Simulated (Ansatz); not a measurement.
Process, species as SMILES: ClCCl → [CH](Cl)Cl + H atom
B3LYP-D3(BJ)/def2-TZVP geometries, fixed; electronic energies without zero-point terms.
Largest species:
```xyz
5

C      0.0039     0.0052     0.7673
Cl    -0.0175     1.4825    -0.2263
Cl     0.0153    -1.4855    -0.2061
H     -0.8904    -0.0005     1.3784
H      0.9045     0.0193     1.3690
```

Basis-set convergence of the bond dissociation energy at wB97M-V with Ansatz (a program for electronic structure). Cartesian d functions, on some or all atoms, in 6-31G*, 6-31+G*, 6-311G**, 6-311+G**; all else is spherical. The program fits the integrals of some runs and decomposes those of others, by size. Open shells are unrestricted. The functional holds VV10 correlation; no added dispersion term, no relativity. Functions are those of the species that has most. Reference: the value in aug-pcseg-3, 102.42 kcal/mol, itself unsure by roughly 0.03 kcal/mol (its mean distance from aug-cc-pV(Q+d)Z, cc-pV(5+d)Z, def2-QZVPPD). Deviations are taken from unrounded values.

```csv
basis,functions,bond dissociation energy (kcal/mol)
6-31G*,57,105.13
6-31+G*,69,104.89
def2-SVP,60,102.44
def2-SVPD,90,104.46
pcseg-1,60,103.11
aug-pcseg-1,95,104.00
cc-pV(D+d)Z,70,102.03
aug-cc-pV(D+d)Z,105,102.35
6-311G**,84,104.20
6-311+G**,96,103.76
def2-TZVP,117,102.18
def2-TZVPD,147,102.29
pcseg-2,126,102.81
aug-pcseg-2,192,102.81
cc-pV(T+d)Z,136,102.56
aug-cc-pV(T+d)Z,202,102.63
def2-TZVPP,143,102.52
def2-TZVPPD,173,102.64
cc-pV(Q+d)Z,243,102.53
aug-cc-pV(Q+d)Z,350,102.46
pcseg-3,254,102.44
aug-pcseg-3,361,102.42
def2-QZVPP,257,102.46
def2-QZVPPD,287,102.45
```

What the diffuse functions change, pair by pair:
- 6-31G* to 6-31+G*: 12 more functions, deviation 2.72 to 2.47 kcal/mol
- def2-SVP to def2-SVPD: 30 more functions, deviation 0.03 to 2.05 kcal/mol
- pcseg-1 to aug-pcseg-1: 35 more functions, deviation 0.70 to 1.58 kcal/mol
- cc-pV(D+d)Z to aug-cc-pV(D+d)Z: 35 more functions, deviation -0.38 to -0.07 kcal/mol
- 6-311G** to 6-311+G**: 12 more functions, deviation 1.79 to 1.35 kcal/mol
- def2-TZVP to def2-TZVPD: 30 more functions, deviation -0.24 to -0.13 kcal/mol
- pcseg-2 to aug-pcseg-2: 66 more functions, deviation 0.40 to 0.39 kcal/mol
- cc-pV(T+d)Z to aug-cc-pV(T+d)Z: 66 more functions, deviation 0.14 to 0.21 kcal/mol
- def2-TZVPP to def2-TZVPPD: 30 more functions, deviation 0.11 to 0.22 kcal/mol
- cc-pV(Q+d)Z to aug-cc-pV(Q+d)Z: 107 more functions, deviation 0.11 to 0.05 kcal/mol
- pcseg-3 to aug-pcseg-3: 107 more functions, deviation 0.02 to 0.00 kcal/mol
- def2-QZVPP to def2-QZVPPD: 30 more functions, deviation 0.04 to 0.04 kcal/mol

Leaving out the reference's own pair, they bring the value nearer the reference by more than 0.03 kcal/mol in 5 of 11 pairs.
